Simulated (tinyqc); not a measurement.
Worked calculation (part 1 of 2): ROHF in the sto-6g basis, for NH, spin multiplicity 3. Computed by tinyqc, a small Python program that keeps every step (integrals from PySCF). Settings: charge = 0, multiplicity = 3, basis = sto-6g, energy threshold = 1e-09, iteration cap = 77, orthogonalisation = symmetric, start = random, DIIS depth = 8, method = ROHF. Command: `OMP_NUM_THREADS=1 python tinyqc.py 25698 25699 out.jsonl` (the two numbers bound the seeds that draw the settings). One thread of a shared host (Intel(R) Xeon(R) Processor @ 2.60GHz), about 0.1 s of CPU time with the checks. Later iterations appear only in the table of the cycle.

## One-electron integrals

Geometry (angstrom):
```
atom         x         y         z
N     0.000000  0.000000  0.000000
H     0.000000  0.000000  1.320000
```

Basis sto-6g: exponents (1/bohr^2) and contraction coefficients of normalised primitives:
```
element  l (shell)     exponent  coefficient
N            s (1)  1027.828458     0.009164
N            s (1)   188.451223     0.049361
N            s (1)    52.721861     0.168538
N            s (1)    18.111382     0.370563
N            s (1)     7.033180     0.416492
N            s (1)     2.896652     0.130334
N            s (2)    39.198808    -0.013253
N            s (2)     7.758467    -0.046992
N            s (2)     2.411326    -0.033785
N            s (2)     0.927724     0.250242
N            s (2)     0.402911     0.595117
N            s (2)     0.184684     0.240706
N            p (3)    39.198808     0.003760
N            p (3)     7.758467     0.037679
N            p (3)     2.411326     0.173897
N            p (3)     0.927724     0.418036
N            p (3)     0.402911     0.425860
N            p (3)     0.184684     0.101708
H            s (1)    35.523221     0.009164
H            s (1)     6.513144     0.049361
H            s (1)     1.822143     0.168538
H            s (1)     0.625955     0.370563
H            s (1)     0.243077     0.416492
H            s (1)     0.100112     0.130334
```

Overlap, kinetic and nuclear-attraction integrals over the contracted functions; the nuclear repulsion is the sum of Za Zb / Rab.

nuclear repulsion = 2.80624279 hartree

overlap S, order 1N 1s, 1N 2s, 1N 2px, 1N 2py, 1N 2pz, 2H 1s:
```
[[1.000000, 0.229416, 0.000000, 0.000000, 0.000000, 0.029674],
 [0.229416, 1.000000, 0.000000, 0.000000, 0.000000, 0.324826],
 [0.000000, 0.000000, 1.000000, 0.000000, 0.000000, 0.000000],
 [0.000000, 0.000000, 0.000000, 1.000000, 0.000000, 0.000000],
 [0.000000, 0.000000, 0.000000, 0.000000, 1.000000, 0.322772],
 [0.029674, 0.324826, 0.000000, 0.000000, 0.322772, 1.000000]]
```

kinetic energy T (hartree), order 1N 1s, 1N 2s, 1N 2px, 1N 2py, 1N 2pz, 2H 1s:
```
[[22.236411, -0.678745, 0.000000, 0.000000, 0.000000, -0.007538],
 [-0.678745, 0.632900, 0.000000, 0.000000, 0.000000, 0.031457],
 [0.000000, 0.000000, 1.901294, 0.000000, 0.000000, 0.000000],
 [0.000000, 0.000000, 0.000000, 1.901294, 0.000000, 0.000000],
 [0.000000, 0.000000, 0.000000, 0.000000, 1.901294, 0.117722],
 [-0.007538, 0.031457, 0.000000, 0.000000, 0.117722, 0.768522]]
```

nuclear attraction V (hartree), order 1N 1s, 1N 2s, 1N 2px, 1N 2py, 1N 2pz, 2H 1s:
```
[[-47.074370, -4.739027, 0.000000, 0.000000, -0.009854, -0.698656],
 [-4.739027, -7.224472, 0.000000, 0.000000, -0.115983, -1.778673],
 [0.000000, 0.000000, -7.200554, 0.000000, 0.000000, 0.000000],
 [0.000000, 0.000000, 0.000000, -7.200554, 0.000000, 0.000000],
 [-0.009854, -0.115983, 0.000000, 0.000000, -7.271396, -1.607794],
 [-0.698656, -1.778673, 0.000000, 0.000000, -1.607794, -4.022156]]
```

core Hamiltonian H = T + V (hartree), order 1N 1s, 1N 2s, 1N 2px, 1N 2py, 1N 2pz, 2H 1s:
```
[[-24.837959, -5.417772, 0.000000, 0.000000, -0.009854, -0.706194],
 [-5.417772, -6.591572, 0.000000, 0.000000, -0.115983, -1.747216],
 [0.000000, 0.000000, -5.299260, 0.000000, 0.000000, 0.000000],
 [0.000000, 0.000000, 0.000000, -5.299260, 0.000000, 0.000000],
 [-0.009854, -0.115983, 0.000000, 0.000000, -5.370102, -1.490072],
 [-0.706194, -1.747216, 0.000000, 0.000000, -1.490072, -3.253634]]
```

## Two-electron integrals

Functions are numbered as in S; the eight-fold symmetry (ij|kl) = (ji|kl) = (kl|ij) leaves the list below.

Two-electron integrals (ij|kl) in chemists' order, unique and non-zero (hartree):
```
(11|11) 4.168742   (21|11) 0.583648   (21|21) 0.104114   (22|11) 0.968487
(22|21) 0.214450   (22|22) 0.708398   (31|31) 0.022075   (32|31) 0.033611
(32|32) 0.156576   (33|11) 0.968488   (33|21) 0.214450   (33|22) 0.708398
(33|33) 0.763241   (41|41) 0.022075   (42|41) 0.033611   (42|42) 0.156576
(43|43) 0.041133   (44|11) 0.968488   (44|21) 0.214450   (44|22) 0.708398
(44|33) 0.680975   (44|44) 0.763241   (51|51) 0.022075   (52|51) 0.033611
(52|52) 0.156576   (53|53) 0.041133   (54|54) 0.041133   (55|11) 0.968488
(55|21) 0.214450   (55|22) 0.708398   (55|33) 0.680975   (55|44) 0.680975
(55|55) 0.763241   (61|11) 0.080054   (61|21) 0.013710   (61|22) 0.027701
(61|33) 0.027626   (61|44) 0.027626   (61|51) 0.000770   (61|52) 0.001521
(61|55) 0.027851   (61|61) 0.001847   (62|11) 0.220691   (62|21) 0.049668
(62|22) 0.184613   (62|33) 0.180715   (62|44) 0.180715   (62|51) 0.004466
(62|52) 0.034531   (62|55) 0.192410   (62|61) 0.006654   (62|62) 0.065402
(63|31) 0.005023   (63|32) 0.029173   (63|53) 0.006715   (63|63) 0.007928
(64|41) 0.005023   (64|42) 0.029173   (64|54) 0.006715   (64|64) 0.007928
(65|11) 0.187365   (65|21) 0.042700   (65|22) 0.168508   (65|33) 0.160790
(65|44) 0.160790   (65|51) 0.008249   (65|52) 0.057775   (65|55) 0.183944
(65|61) 0.005945   (65|62) 0.071535   (65|65) 0.084850   (66|11) 0.397331
(66|21) 0.091016   (66|22) 0.387493   (66|33) 0.370913   (66|44) 0.370913
(66|51) 0.009216   (66|52) 0.099599   (66|55) 0.420653   (66|61) 0.012287
(66|62) 0.184452   (66|65) 0.224948   (66|66) 0.774999
```

## Orthogonalisation

S = U s U^T; symmetric (Loewdin) form X = U s^(-1/2) U^T, so that X^T S X = 1.

eigenvalues of S: [0.520246, 0.838299, 1.000000, 1.000000, 1.141328, 1.500127]

X, order 1N 1s, 1N 2s, 1N 2px, 1N 2py, 1N 2pz, 2H 1s:
```
[[1.021158, -0.123816, 0.000000, 0.000000, -0.005005, 0.016727],
 [-0.123816, 1.069645, 0.000000, 0.000000, 0.047724, -0.191766],
 [0.000000, 0.000000, 1.000000, 0.000000, 0.000000, 0.000000],
 [0.000000, 0.000000, 0.000000, 1.000000, 0.000000, 0.000000],
 [-0.005005, 0.047724, 0.000000, 0.000000, 1.046375, -0.187018],
 [0.016727, -0.191766, 0.000000, 0.000000, -0.187018, 1.093943]]
```

## Starting guess

The start is random orthonormal orbitals; D(s) = C_occ C_occ^T for each spin.

D(alpha) at the start, order 1N 1s, 1N 2s, 1N 2px, 1N 2py, 1N 2pz, 2H 1s:
```
[[0.963287, -0.329540, 0.023439, -0.188678, -0.012586, -0.124658],
 [-0.329540, 1.151019, 0.016565, -0.133344, 0.142273, -0.556443],
 [0.023439, 0.016565, 0.994224, 0.046497, -0.001676, 0.045521],
 [-0.188678, -0.133344, 0.046497, 0.625708, 0.013488, -0.366434],
 [-0.012586, 0.142273, -0.001676, 0.013488, 1.131694, -0.396309],
 [-0.124658, -0.556443, 0.045521, -0.366434, -0.396309, 0.909999]]
```

D(beta) at the start, order 1N 1s, 1N 2s, 1N 2px, 1N 2py, 1N 2pz, 2H 1s:
```
[[0.950613, -0.346368, -0.012165, -0.259910, 0.000062, -0.047837],
 [-0.346368, 0.392162, 0.341462, -0.022297, 0.315665, -0.109702],
 [-0.012165, 0.341462, 0.706148, -0.257505, -0.045279, 0.087117],
 [-0.259910, -0.022297, -0.257505, 0.167966, 0.040849, -0.030933],
 [0.000062, 0.315665, -0.045279, 0.040849, 1.085776, -0.546268],
 [-0.047837, -0.109702, 0.087117, -0.030933, -0.546268, 0.283006]]
```

## Iteration 1: building the Fock matrix

J_ij = sum D_kl (ij|kl) with D = D(alpha) + D(beta), K_ij = sum D_kl (ik|jl) for each spin; F = H + J - K(s); E = tr D H + tr D J / 2 - 0.5 sum_s tr D(s) K(s) + E_nn.

Coulomb J (hartree), order 1N 1s, 1N 2s, 1N 2px, 1N 2py, 1N 2pz, 2H 1s:
```
[[13.046336, 2.274810, 0.025898, -0.034259, 0.019459, 0.303413],
 [2.274810, 5.883606, 0.120613, -0.102079, 0.105940, 1.544789],
 [0.025898, 0.120613, 5.894278, -0.017359, -0.002081, 0.022475],
 [-0.034259, -0.102079, -0.017359, 5.819687, -0.000866, -0.019159],
 [0.019459, 0.105940, -0.002081, -0.000866, 5.936850, 1.433584],
 [0.303413, 1.544789, 0.022475, -0.019159, 1.433584, 3.434771]]
```

exchange K(alpha) (hartree), order 1N 1s, 1N 2s, 1N 2px, 1N 2py, 1N 2pz, 2H 1s:
```
[[3.777460, 0.479489, 0.028813, -0.231939, -0.034130, -0.020082],
 [0.479489, 1.019479, 0.029696, -0.239053, -0.032973, 0.177021],
 [0.028813, 0.029696, 0.978627, 0.033576, 0.006415, 0.021206],
 [-0.231939, -0.239053, 0.033576, 0.712519, -0.051640, -0.170708],
 [-0.034130, -0.032973, 0.006415, -0.051640, 0.974784, 0.199951],
 [-0.020082, 0.177021, 0.021206, -0.170708, 0.199951, 0.520358]]
```

exchange K(beta) (hartree), order 1N 1s, 1N 2s, 1N 2px, 1N 2py, 1N 2pz, 2H 1s:
```
[[3.631655, 0.312195, 0.075498, -0.263998, 0.046477, 0.008022],
 [0.312195, 0.470620, 0.310623, -0.090252, 0.132104, 0.115321],
 [0.075498, 0.310623, 0.637662, -0.185947, -0.018104, 0.096691],
 [-0.263998, -0.090252, -0.185947, 0.249036, 0.024316, -0.018042],
 [0.046477, 0.132104, -0.018104, 0.024316, 0.733350, 0.064791],
 [0.008022, 0.115321, 0.096691, -0.018042, 0.064791, 0.098937]]
```

F(alpha) (hartree), order 1N 1s, 1N 2s, 1N 2px, 1N 2py, 1N 2pz, 2H 1s:
```
[[-15.569083, -3.622451, -0.002915, 0.197679, 0.043736, -0.382699],
 [-3.622451, -1.727446, 0.090917, 0.136974, 0.022929, -0.379447],
 [-0.002915, 0.090917, -0.383609, -0.050934, -0.008496, 0.001269],
 [0.197679, 0.136974, -0.050934, -0.192091, 0.050773, 0.151550],
 [0.043736, 0.022929, -0.008496, 0.050773, -0.408035, -0.256439],
 [-0.382699, -0.379447, 0.001269, 0.151550, -0.256439, -0.339221]]
```

F(beta) (hartree), order 1N 1s, 1N 2s, 1N 2px, 1N 2py, 1N 2pz, 2H 1s:
```
[[-15.423278, -3.455157, -0.049600, 0.229739, -0.036871, -0.410803],
 [-3.455157, -1.178586, -0.190009, -0.011827, -0.142147, -0.317747],
 [-0.049600, -0.190009, -0.042644, 0.168588, 0.016022, -0.074215],
 [0.229739, -0.011827, 0.168588, 0.271391, -0.025182, -0.001117],
 [-0.036871, -0.142147, 0.016022, -0.025182, -0.166602, -0.121279],
 [-0.410803, -0.317747, -0.074215, -0.001117, -0.121279, 0.082200]]
```

total energy of this density = -48.47134125 hartree

## Iteration 1: Roothaan effective Fock matrix

With projectors Pc = D(beta) S, Po = (D(alpha) - D(beta)) S, Pv = 1 - D(alpha) S, the block xy is Px^T F Py; with Fc = (F(alpha) + F(beta))/2, the blocks are Fc for cc, oo, vv and cv, F(beta) for co and F(alpha) for ov.

effective F (hartree), order 1N 1s, 1N 2s, 1N 2px, 1N 2py, 1N 2pz, 2H 1s:
```
[[-15.493669, -3.536564, -0.030505, 0.208891, -0.000142, -0.400809],
 [-3.536564, -1.469730, -0.048556, 0.052980, -0.057105, -0.351166],
 [-0.030505, -0.048556, -0.212281, 0.061448, 0.006304, -0.030332],
 [0.208891, 0.052980, 0.061448, 0.039789, 0.016019, 0.079464],
 [-0.000142, -0.057105, 0.006304, 0.016019, -0.281016, -0.178703],
 [-0.400809, -0.351166, -0.030332, 0.079464, -0.178703, -0.115726]]
```

## Iteration 1: diagonalisation and new density

Diagonalise F' = X^T F X, C = X C', fill 5 alpha and 3 beta electrons from the bottom; D(s) = C_occ C_occ^T. Each column has its largest component positive (the first on a tie).

F' = X^T F X (hartree):
```
[[-15.296780, -1.698060, -0.025677, 0.208000, -0.012705, -0.001027],
 [-1.698060, -0.864766, -0.042043, 0.016332, -0.025757, -0.158946],
 [-0.025677, -0.042043, -0.212281, 0.061448, 0.010105, -0.025560],
 [0.208000, 0.016332, 0.061448, 0.039789, 0.003383, 0.077268],
 [-0.012705, -0.025757, 0.010105, 0.003383, -0.244021, -0.139121],
 [-0.001027, -0.158946, -0.025560, 0.077268, -0.139121, 0.017679]]
```

orbital energies (hartree): [-15.496786, -0.712579, -0.290235, -0.226122, 0.014537, 0.150805]

coefficients C, order 1N 1s, 1N 2s, 1N 2px, 1N 2py, 1N 2pz, 2H 1s:
```
[[0.999991, -0.228826, 0.044840, 0.022627, -0.018850, 0.056361],
 [0.000150, 0.994918, -0.227155, -0.136191, 0.195082, -0.316951],
 [0.002041, 0.086749, -0.040917, 0.958580, 0.263150, 0.051705],
 [-0.013433, -0.021611, -0.082899, -0.245545, 0.775880, 0.574629],
 [0.001367, 0.125105, 0.889209, -0.057416, 0.387701, -0.414999],
 [-0.004240, 0.050511, 0.230256, 0.123309, -0.608720, 0.909620]]
```

D(alpha) after iteration 1, order 1N 1s, 1N 2s, 1N 2px, 1N 2py, 1N 2pz, 2H 1s:
```
[[1.055222, -0.244458, -0.002914, -0.032387, 0.004005, 0.008791],
 [-0.244458, 1.098066, 0.016388, 0.182129, 0.005934, -0.137593],
 [-0.002914, 0.016388, 0.997327, -0.029711, 0.021458, -0.047032],
 [-0.032387, 0.182129, -0.029711, 0.669802, 0.238471, -0.522694],
 [0.004005, 0.005934, 0.021458, 0.238471, 0.959955, -0.032022],
 [0.008791, -0.137593, -0.047032, -0.522694, -0.032022, 0.441332]]
```

D(beta) after iteration 1, order 1N 1s, 1N 2s, 1N 2px, 1N 2py, 1N 2pz, 2H 1s:
```
[[1.054355, -0.237699, -0.019644, -0.012205, 0.012612, -0.005474],
 [-0.237699, 1.041461, 0.095602, -0.002672, -0.077519, -0.002050],
 [-0.019644, 0.095602, 0.009204, 0.001490, -0.025528, -0.005048],
 [-0.012205, -0.002672, 0.001490, 0.007520, -0.076437, -0.020123],
 [0.012612, -0.077519, -0.025528, -0.076437, 0.806346, 0.211059],
 [-0.005474, -0.002050, -0.005048, -0.020123, 0.211059, 0.055587]]
```

## Iteration 2: building the Fock matrix

As before.

Coulomb J (hartree), order 1N 1s, 1N 2s, 1N 2px, 1N 2py, 1N 2pz, 2H 1s:
```
[[13.848423, 2.376297, 0.006009, 0.004642, 0.002213, 0.316835],
 [2.376297, 5.997532, 0.030515, 0.021528, 0.039247, 1.551062],
 [0.006009, 0.030515, 5.975811, -0.002322, -0.001034, 0.005427],
 [0.004642, 0.021528, -0.002322, 5.948728, 0.006040, 0.003592],
 [0.002213, 0.039247, -0.001034, 0.006040, 6.068057, 1.424487],
 [0.316835, 1.551062, 0.005427, 0.003592, 1.424487, 3.347319]]
```

exchange K(alpha) (hartree), order 1N 1s, 1N 2s, 1N 2px, 1N 2py, 1N 2pz, 2H 1s:
```
[[4.284310, 0.671612, -0.000357, -0.003968, 0.002476, 0.094045],
 [0.671612, 1.170943, 0.003581, 0.039796, 0.002163, 0.318218],
 [-0.000357, 0.003581, 1.002158, -0.021455, 0.007617, -0.010879],
 [-0.003968, 0.039796, -0.021455, 0.765650, 0.084648, -0.120903],
 [0.002476, 0.002163, 0.007617, 0.084648, 0.989955, 0.286344],
 [0.094045, 0.318218, -0.010879, -0.120903, 0.286344, 0.443160]]
```

exchange K(beta) (hartree), order 1N 1s, 1N 2s, 1N 2px, 1N 2py, 1N 2pz, 2H 1s:
```
[[4.243963, 0.611613, 0.004092, -0.013410, 0.000093, 0.087365],
 [0.611613, 0.891377, 0.076761, -0.009563, -0.007818, 0.265135],
 [0.004092, 0.076761, 0.213965, 0.001076, -0.019280, 0.013236],
 [-0.013410, -0.009563, 0.001076, 0.212749, -0.058566, -0.021386],
 [0.000093, -0.007818, -0.019280, -0.058566, 0.868524, 0.283609],
 [0.087365, 0.265135, 0.013236, -0.021386, 0.283609, 0.261652]]
```

F(alpha) (hartree), order 1N 1s, 1N 2s, 1N 2px, 1N 2py, 1N 2pz, 2H 1s:
```
[[-15.273846, -3.713087, 0.006366, 0.008609, -0.010117, -0.483405],
 [-3.713087, -1.764984, 0.026934, -0.018267, -0.078899, -0.514372],
 [0.006366, 0.026934, -0.325607, 0.019133, -0.008651, 0.016306],
 [0.008609, -0.018267, 0.019133, -0.116182, -0.078608, 0.124495],
 [-0.010117, -0.078899, -0.008651, -0.078608, -0.292000, -0.351928],
 [-0.483405, -0.514372, 0.016306, 0.124495, -0.351928, -0.349474]]
```

F(beta) (hartree), order 1N 1s, 1N 2s, 1N 2px, 1N 2py, 1N 2pz, 2H 1s:
```
[[-15.233498, -3.653088, 0.001917, 0.018052, -0.007734, -0.476725],
 [-3.653088, -1.485418, -0.046246, 0.031091, -0.068919, -0.461289],
 [0.001917, -0.046246, 0.462585, -0.003397, 0.018245, -0.007809],
 [0.018052, 0.031091, -0.003397, 0.436718, 0.064606, 0.024978],
 [-0.007734, -0.068919, 0.018245, 0.064606, -0.170568, -0.349194],
 [-0.476725, -0.461289, -0.007809, 0.024978, -0.349194, -0.167966]]
```

total energy of this density = -54.49223174 hartree

## Iteration 2: Roothaan effective Fock matrix

As before.

effective F (hartree), order 1N 1s, 1N 2s, 1N 2px, 1N 2py, 1N 2pz, 2H 1s:
```
[[-15.253570, -3.682393, 0.000704, 0.017044, -0.007904, -0.481873],
 [-3.682393, -1.621883, -0.022094, 0.031343, -0.068382, -0.499394],
 [0.000704, -0.022094, 0.065484, 0.004530, 0.007931, -0.002602],
 [0.017044, 0.031343, 0.004530, 0.120366, 0.011885, 0.082911],
 [-0.007904, -0.068382, 0.007931, 0.011885, -0.220018, -0.363906],
 [-0.481873, -0.499394, -0.002602, 0.082911, -0.363906, -0.255260]]
```

## Iteration 2: DIIS over 2 matrices

error matrix X^T (FDS - SDF) X:
```
[[0.000000, -0.015131, -0.038639, 0.254919, -0.023683, 0.092303],
 [0.015131, 0.000000, -0.050746, 0.060582, 0.002294, 0.169441],
 [0.038639, 0.050746, 0.000000, 0.000000, -0.007686, 0.018144],
 [-0.254919, -0.060582, 0.000000, 0.000000, -0.111150, -0.025090],
 [0.023683, -0.002294, 0.007686, 0.111150, 0.000000, 0.348002],
 [-0.092303, -0.169441, -0.018144, 0.025090, -0.348002, 0.000000]]
```

B (overlaps of the stored error matrices):
```
[[2.2665385e+02, 5.3205521e+00],
 [5.3205521e+00, 4.9044848e-01]]
```

Minimise |sum c_i e_i|^2 with sum c_i = 1: solve [B -1; -1 0][c; lambda] = [0; -1] with B_ij = tr e_i^T e_j, and take F = sum c_i F_i.

DIIS coefficients: [-0.022310, 1.022310]

extrapolated F (hartree), order 1N 1s, 1N 2s, 1N 2px, 1N 2py, 1N 2pz, 2H 1s:
```
[[-15.248214, -3.685646, 0.001400, 0.012764, -0.008078, -0.483681],
 [-3.685646, -1.625278, -0.021503, 0.030860, -0.068633, -0.502701],
 [0.001400, -0.021503, 0.071681, 0.003260, 0.007968, -0.001984],
 [0.012764, 0.030860, 0.003260, 0.122164, 0.011793, 0.082988],
 [-0.008078, -0.068633, 0.007968, 0.011793, -0.218657, -0.368038],
 [-0.483681, -0.502701, -0.001984, 0.082988, -0.368038, -0.258373]]
```

## Iteration 2: diagonalisation and new density

As before.

F' = X^T F X (hartree):
```
[[-15.007657, -1.863680, 0.004019, 0.010543, -0.018549, -0.042298],
 [-1.863680, -0.943974, -0.022413, 0.016077, 0.023616, -0.290238],
 [0.004019, -0.022413, 0.071681, 0.003260, 0.007675, 0.000487],
 [0.010543, 0.016077, 0.003260, 0.122164, -0.001771, 0.082875],
 [-0.018549, 0.023616, 0.007675, -0.001771, -0.105427, -0.354712],
 [-0.042298, -0.290238, 0.000487, 0.082875, -0.354712, -0.018304]]
```

orbital energies (hartree): [-15.250881, -0.821088, -0.356539, 0.072311, 0.111687, 0.362993]

coefficients C, order 1N 1s, 1N 2s, 1N 2px, 1N 2py, 1N 2pz, 2H 1s:
```
[[0.996650, -0.226597, 0.094711, 0.009364, -0.019330, 0.065655],
 [0.014551, 0.904452, -0.457871, -0.041618, 0.108823, -0.396305],
 [-0.000072, 0.021576, -0.033284, 0.995980, 0.080151, 0.005110],
 [-0.000843, -0.048322, -0.075201, -0.080084, 0.961068, 0.248885],
 [0.001413, 0.139495, 0.689968, 0.003238, 0.256901, -0.755416],
 [-0.002676, 0.227087, 0.492740, 0.022561, -0.198487, 0.966678]]
```

D(alpha) after iteration 2, order 1N 1s, 1N 2s, 1N 2px, 1N 2py, 1N 2pz, 2H 1s:
```
[[1.054088, -0.236303, -0.000335, -0.016340, 0.030211, -0.003408],
 [-0.236303, 1.041466, 0.002025, 0.098634, -0.161907, -0.042799],
 [-0.000335, 0.002025, 0.999974, -0.001272, 0.003860, -0.004940],
 [-0.016340, 0.098634, -0.001272, 0.938056, 0.188012, -0.240592],
 [0.030211, -0.161907, 0.003860, 0.188012, 0.561526, 0.320730],
 [-0.003408, -0.042799, -0.004940, -0.240592, 0.320730, 0.334274]]
```

D(beta) after iteration 2, order 1N 1s, 1N 2s, 1N 2px, 1N 2py, 1N 2pz, 2H 1s:
```
[[1.053627, -0.233809, -0.008113, 0.002987, 0.035147, -0.007456],
 [-0.233809, 1.027892, 0.034753, -0.009285, -0.189729, -0.020260],
 [-0.008113, 0.034753, 0.001573, 0.001460, -0.019955, -0.011501],
 [0.002987, -0.009285, 0.001460, 0.007991, -0.058628, -0.048026],
 [0.035147, -0.189729, -0.019955, -0.058628, 0.495517, 0.371649],
 [-0.007456, -0.020260, -0.011501, -0.048026, 0.371649, 0.294368]]
```
